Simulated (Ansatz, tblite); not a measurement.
Cost and result up the ladder for the cluster C₃H₂ (the lowest singlet isomer of a short search) (5 atoms). Charge 0, multiplicity 1. Geometry: r2SCAN-D4/def2-TZVP.

```xyz
5

C    -0.483   -0.452   -0.015
C     0.460    0.473   -0.048
C     0.392   -0.361    1.094
H     0.955    1.288   -0.555
H    -1.325   -0.949   -0.476
```

Ansatz on 4 threads of AMD EPYC 9B45 on a shared host; xTB runs through tblite on one thread. Times are rough, summed over both states, and most runs start from the orbitals of an earlier one. CCSD(T)/def2-TZVPP serves as the yardstick here, not as an exact answer. Differences are given only for rows in sets of like size (and for xTB, whose basis is part of the method), since another set adds its own error. The other state is a quintet at its own geometry.

The xTB rows come from tblite. B3LYP takes the VWN-RPA correlation. Correlated methods freeze 3 core orbitals. The structure comes from a short search, and lower isomers may exist.

Correlated methods converge slowly with the basis.

xTB has no spin-polarisation term.

```
                           level  functions  wall time  quintet − singlet (eV)  difference from CCSD(T)/def2-TZVPP (eV)
                        GFN2-xTB         14    0.002 s                    7.19                                     1.16
                        GFN1-xTB         16    0.003 s                    7.06                                     1.02
                        HF/6-31G         31      0.2 s                    3.99                                        –
                  B3LYP-D4/6-31G         31     0.35 s                    5.67                                        –
                   MP2/def2-TZVP        105     0.35 s                    6.32                                     0.29
           LDA (SPW92)/def2-TZVP        105     0.45 s                    6.24                                     0.21
                PBE-D4/def2-TZVP        105      0.6 s                    5.84                                    -0.19
BHLYP-D4/def2-TZVP (with forces)        105     0.65 s                    5.95                                    -0.08
          CAM-B3LYP-D4/def2-TZVP        105      0.7 s                    6.08                                     0.04
               RPA@PBE/def2-TZVP        105      0.7 s                    6.03                                     0.00
               PBE0-D4/def2-TZVP        105     0.75 s                    5.80                                    -0.23
             r2SCAN-D4/def2-TZVP        105      0.9 s                    5.48                                    -0.56
               ωB97M-V/def2-TZVP        105      1.4 s                    6.40                                     0.36
              CCSD(T)/def2-TZVPP        121      2.7 s                    6.04                                     0.00
```
